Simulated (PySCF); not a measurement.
C2H6S, charge -1, sextet, at the geometry of the source list (a state made from the parent by changing its charge; the spin is typed, not shown lowest) (in this run its highest filled SCF level lies above zero, so its values depend strongly on the basis, on diffuse functions most of all); PySCF with PBE0/3-21G.

The PySCF input:
```python
from pyscf import gto, scf, dft

mol = gto.M(
    atom='''
C     1.28920000    0.41960000    0.22650000
S     0.02880000    0.52940000   -1.07260000
C    -1.28860000   -0.40750000   -0.25100000
H     1.53640000   -0.62310000    0.40600000
H     2.16240000    0.95180000   -0.13410000
H     0.91720000    0.88640000    1.13440000
H    -0.94620000   -1.41970000   -0.05390000
H    -2.13390000   -0.42670000   -0.92980000
H    -1.56550000    0.08980000    0.67460000
''',
    basis='3-21g',
    charge=-1,
    spin=5,
    verbose=5,
)

mf = dft.UKS(mol)
mf.xc = 'pbe0'
mf.kernel()
mf.analyze()
```

Q: What does PySCF print? Leave out banner, timings and long lists.

A: 
```
PySCF version 2.14.0

[INPUT] verbose = 5
[INPUT] max_memory = 4000
[INPUT] num. atoms = 9
[INPUT] num. electrons = 35
[INPUT] charge = -1
[INPUT] spin (= nelec alpha-beta = 2S) = 5
[INPUT] symmetry False subgroup None
[INPUT] Mole.unit = angstrom
[INPUT] Symbol           X                Y                Z      unit          X                Y                Z       unit  Magmom
[...]
[INPUT] ---------------- BASIS SET ----------------
[INPUT] l, kappa, [nprim/nctr], expnt,             c_1 c_2 ...
[INPUT] H
[...]
                                0.824547          0.904691
[...]
[INPUT] S
[...]
                                182.747           0.38204
                                39.6673           0.676545
[...]
                                11.9629           0.065088
                                3.28911           0.981455
[...]
                                0.457303          1.22806
[...]
                                11.9629           0.457649
                                3.28911           0.604261
[...]
                                0.457303          0.870855
[...]
[INPUT] C
[...]
                                25.9109           0.358794
                                5.53335           0.700713
[...]
                                0.770545          1.21584
[...]
                                0.770545          0.860619
[...]
nuclear repulsion = 110.978209924772
number of shells = 29
number of NR pGTOs = 75
number of NR cGTOs = 43
basis = 3-21g
ecp = {}

******** <class 'pyscf.dft.uks.UKS'> ********
method = UKS
initial guess = minao
damping factor = 0
level_shift factor = 0
DIIS = <class 'pyscf.scf.diis.CDIIS'>
diis_start_cycle = 1
diis_space = 8
diis_damp = 0
SCF conv_tol = 1e-09
SCF conv_tol_grad = None
SCF max_cycles = 50
direct_scf = True
direct_scf_tol = 1e-13
number electrons alpha = 20  beta = 15
XC library pyscf.dft.libxc version 7.1.2
    S. Lehtola, C. Steigemann, M. J. T. Oliveira, and M. A. L. Marques,  SoftwareX 7, 1–5 (2018)
XC functionals = pbe0
    C. Adamo and V. Barone,  J. Chem. Phys. 110, 6158 (1999)
    M. Ernzerhof and G. E. Scuseria,  J. Chem. Phys. 110, 5029 (1999)
radial grids:
    Treutler-Ahlrichs [JCP 102, 346 (1995); DOI:10.1063/1.469408] (M4) radial grids

becke partition: Becke, JCP 88, 2547 (1988); DOI:10.1063/1.454033
pruning grids: <function nwchem_prune>
grids dens level: 3
symmetrized grids: False
atomic radii adjust function: <function treutler_atomic_radii_adjust>
small_rho_cutoff = 0
[...]
converged SCF energy = -474.645864602663  <S^2> = 8.7537897  2S+1 = 6.0012631
Total Energy =                        -474.645864602662698
[...]
spin_pop of  0 C 3pz       0.01935
spin_pop of  1 S 1s        0.00000
spin_pop of  1 S 2s        0.00004
spin_pop of  1 S 3s        0.18430
spin_pop of  1 S 4s        0.02174
spin_pop of  1 S 2px       0.00006
spin_pop of  1 S 2py       0.00011
spin_pop of  1 S 2pz       0.00011
spin_pop of  1 S 3px       0.41939
spin_pop of  1 S 3py       0.80658
spin_pop of  1 S 3pz       0.81051
spin_pop of  1 S 4px       0.05467
spin_pop of  1 S 4py       0.01515
spin_pop of  1 S 4pz       0.03955
spin_pop of  2 C 1s       -0.00001
spin_pop of  2 C 2s        0.24797
spin_pop of  2 C 3s        0.01901
spin_pop of  2 C 2px       0.25124
spin_pop of  2 C 2py       0.15441
spin_pop of  2 C 2pz       0.17754
spin_pop of  2 C 3px       0.02868
spin_pop of  2 C 3py       0.01138
spin_pop of  2 C 3pz       0.00699
spin_pop of  3 H 1s        0.13783
spin_pop of  3 H 2s        0.05450
spin_pop of  4 H 1s        0.01958
spin_pop of  4 H 2s        0.02244
spin_pop of  5 H 1s        0.13782
spin_pop of  5 H 2s        0.05449
spin_pop of  6 H 1s        0.13790
spin_pop of  6 H 2s        0.05452
spin_pop of  7 H 1s        0.01957
spin_pop of  7 H 2s        0.02243
spin_pop of  8 H 1s        0.13791
spin_pop of  8 H 2s        0.05452
 ** Mulliken Spin Density (per atom)  **
spin density of  0 C =      0.89706
spin density of  1 S =      2.35221
spin density of  2 C =      0.89721
spin density of  3 H =      0.19234
spin density of  4 H =      0.04202
spin density of  5 H =      0.19231
spin density of  6 H =      0.19242
spin density of  7 H =      0.04200
spin density of  8 H =      0.19243
 ** Mulliken pop alpha/beta on meta-lowdin orthogonal AOs **
 ** Mulliken pop       alpha | beta **
In total            20.00000 | 15.00000
 ** Mulliken atomic charges   ( Nelec_alpha | Nelec_beta ) **
charge of  0C =     -0.67518  (     3.78612      2.88906 )
charge of  1S =      0.29922  (     9.02650      6.67429 )
charge of  2C =     -0.67518  (     3.78619      2.88899 )
charge of  3H =     -0.00171  (     0.59702      0.40469 )
charge of  4H =      0.02902  (     0.50650      0.46448 )
charge of  5H =     -0.00169  (     0.59700      0.40469 )
charge of  6H =     -0.00176  (     0.59709      0.40467 )
charge of  7H =      0.02904  (     0.50648      0.46448 )
charge of  8H =     -0.00176  (     0.59709      0.40466 )

WARN: System has nonzero charge -1; the dipole moment is origin-dependent.
Location of origin: [0. 0. 0.]

Dipole moment(X, Y, Z, Debye): -0.00004, -0.00957,  0.01997
```
